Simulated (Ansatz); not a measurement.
# BH5OSi (built from SMILES OB[SiH3]): a barrier at many levels of theory

How high is the barrier of this step (Si2–H4 shortened, H4–H6 formed, B1–Si2 broken, Si2–H6 broken, O3–H4 broken), and how far do cheaper methods land from CCSD(T)?

Method: single points in def2-TZVPP on PBE0-D4/def2-TZVP structures; program: Ansatz 0.2.0, Gaussian basis.

Levels: SPW92, PBE-D4, BLYP-D4, r2SCAN-D4, B97M-V, PBE0-D4, B3LYP-D4, r2SCAN0-D4, BHLYP-D4, CAM-B3LYP-D4, wB97X-V, wB97M-V, B2PLYP, PBE-QIDH, RPA on PBE, Hartree-Fock, MP2, CCSD, CCSD(T). The reference is CCSD(T) at the basis limit, from triple and quadruple zeta. Zero-point energies come from PBE0-D4 vibrations.

Cores are frozen in the correlated methods. B3LYP uses VWN-RPA correlation. B2PLYP carries no dispersion term here.

13 further runs of the same task are left out: 13 set aside as unsound or not needed.

## Step 1: Start, saddle and end, as given

Charge 0, multiplicity 1. The folders r, ts and p hold the start, the saddle and the end; their coordinates stand in the first inputs.

| pair | r (Å) | ts (Å) | p (Å) |
| --- | --- | --- | --- |
| Si2–H4 | 2.973 | 1.817 | 1.748 |
| H4–H6 | 2.854 | 0.803 | 0.818 |
| B1–Si2 | 2.033 | 2.571 | 3.389 |
| Si2–H6 | 1.494 | 1.822 | 1.805 |
| O3–H4 | 0.961 | 1.995 | 2.373 |

## Step 2: wB97M-V/def2-TZVPP

Contents of r/in.yaml:

```yaml
crystal:
  periodic: [false, false, false]
  atoms:
    - {symbol: B, position_ang: [-0.760051, -0.462784, -0.557753]}
    - {symbol: Si, position_ang: [0.477985, 0.848204, 0.381634]}
    - {symbol: O, position_ang: [-0.589271, -1.801220, -0.512707]}
    - {symbol: H, position_ang: [0.170902, -2.084641, 0.003264]}
    - {symbol: H, position_ang: [-1.704927, -0.090702, -1.198065]}
    - {symbol: H, position_ang: [1.577356, 0.140891, 1.105937]}
    - {symbol: H, position_ang: [1.100872, 1.783326, -0.596979]}
    - {symbol: H, position_ang: [-0.272865, 1.666827, 1.374768]}
basis:
  gaussian: {orbitals: def2-TZVPP}
hamiltonian: {xc: {name: wB97M-V}}
```

Contents of ts/in.yaml:

```yaml
crystal:
  periodic: [false, false, false]
  atoms:
    - {symbol: B, position_ang: [-1.217576, -0.867637, -0.893776]}
    - {symbol: Si, position_ang: [0.178591, 1.009245, 0.174197]}
    - {symbol: O, position_ang: [-0.591682, -1.843945, -0.491204]}
    - {symbol: H, position_ang: [0.733826, -0.697180, 0.462250]}
    - {symbol: H, position_ang: [-2.095929, -0.350155, -1.493160]}
    - {symbol: H, position_ang: [1.279313, -0.267282, 0.864685]}
    - {symbol: H, position_ang: [1.515805, 1.570602, -0.240338]}
    - {symbol: H, position_ang: [0.197654, 1.446254, 1.617447]}
basis:
  gaussian: {orbitals: def2-TZVPP}
hamiltonian: {xc: {name: wB97M-V}}
```

Contents of p/in.yaml:

```yaml
crystal:
  periodic: [false, false, false]
  atoms:
    - {symbol: B, position_ang: [-1.485349, -1.243210, -1.098517]}
    - {symbol: Si, position_ang: [0.322156, 1.268793, 0.283894]}
    - {symbol: O, position_ang: [-0.734377, -2.044458, -0.607127]}
    - {symbol: H, position_ang: [0.671224, -0.437775, 0.428160]}
    - {symbol: H, position_ang: [-2.261116, -0.529845, -1.611197]}
    - {symbol: H, position_ang: [1.281932, -0.137861, 0.882648]}
    - {symbol: H, position_ang: [1.755400, 1.618768, -0.050258]}
    - {symbol: H, position_ang: [0.450130, 1.505488, 1.772496]}
basis:
  gaussian: {orbitals: def2-TZVPP}
hamiltonian: {xc: {name: wB97M-V}}
```

The command line of these runs was not kept.

The runs that follow: CCSD(T)/def2-TZVPP; MP2/def2-QZVPP; Vibrations of the start structure; Vibrations of the end structure.

Q: Predict the outcome of this session. Wanted: barrier, CCSD(T)/CBS; reverse barrier, CCSD(T)/CBS; step energy, CCSD(T)/CBS; barrier with zero-point energy; step energy with zero-point energy; imaginary mode at the saddle; largest T1 diagnostic.

As calculated:

| quantity | value |
| --- | --- |
| barrier, CCSD(T)/CBS | 2.560 eV |
| reverse barrier, CCSD(T)/CBS | 0.177 eV |
| step energy, CCSD(T)/CBS | +2.383 eV |
| barrier with zero-point energy | 2.382 eV |
| step energy with zero-point energy | +2.196 eV |
| imaginary mode at the saddle | 151i cm⁻¹ |
| largest T1 diagnostic | 0.018 |

Among the functionals B97M-V lands nearest to CCSD(T)/CBS (-0.003 eV) and BLYP-D4 farthest (-0.411 eV). Mean unsigned error by rung: LDA 0.209, GGA 0.354, meta-GGA 0.035, hybrid 0.108, range-separated hybrid 0.083, double hybrid 0.107 eV. PBE-D4 gives a barrier 0.296 eV too low, outside chemical accuracy (1 kcal/mol, 0.043 eV). The barrier rises with the share of exact exchange, from BLYP-D4 through B3LYP-D4 to BHLYP-D4 (-0.411, -0.149, +0.167 eV). Hartree-Fock, with no correlation, is off by +0.524 eV. Zero-point motion lowers the barrier by 0.178 eV.
